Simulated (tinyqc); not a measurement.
Pariser-Parr-Pople SCF with singles CI, for the molecule [CH2+]C=CCl (SMILES; centres numbered as the heavy atoms are written), step by step. One step of it, computed by the program tinyqc.

Question. Singles CI, singlets. Over the 4 single excitations with the smallest orbital gaps: A = (e_a - e_i) delta + 2 (ia|jb) - (ij|ab), with (pq|rs) = sum c_mp c_mq gamma_mn c_nr c_ns. f = 2/3 w |mu|^2 in atomic units, mu = sqrt2 sum c_ia sum_m c_mi c_ma R_m.

orbital energies (eV): -21.612931  -19.221776  -9.722825  -5.914651

coefficients:
```
          MO1        MO2        MO3        MO4
1C   0.160035   0.474021  -0.679686  -0.536395
2C   0.310201   0.682438   0.027093   0.661302
3C   0.431702   0.270593   0.692949  -0.510132
4Cl  0.831744  -0.486170  -0.238989   0.121349
```

repulsion gamma_rs (eV), lower triangle:
```
           1C        2C        3C        4Cl
1C   9.640000
2C   7.032102  9.640000
3C   5.055981  7.034566  9.640000
4Cl  3.683027  5.278757  7.671885  13.410000
```

Centres (angstrom, eV; a flat drawing with bonds scaled to 1.40 angstrom):
```
centre          x          y  core charge z          W   gamma_rr
1C      -1.848000  -0.127000              1  11.390000   9.640000
2C      -0.559000   0.421000              1  11.390000   9.640000
3C       0.559000  -0.421000              1  11.390000   9.640000
4Cl      1.848000   0.127000              2  27.710000  13.410000
```

Give: singlet CI matrix; singlet excitation energies; oscillator strengths.

Answer.

singlet CI matrix (eV), lower triangle:
```
        2>3     1>3     2>4    1>4
2>3   4.596
1>3  -0.078   6.262
2>4   0.195  -0.344   7.324
1>4  -0.564   1.066  -0.429  9.953
```

singlet excitation energies (eV): 4.528  5.946  7.279  10.384

oscillator strengths: 0.652  0.019  0.140  0.023
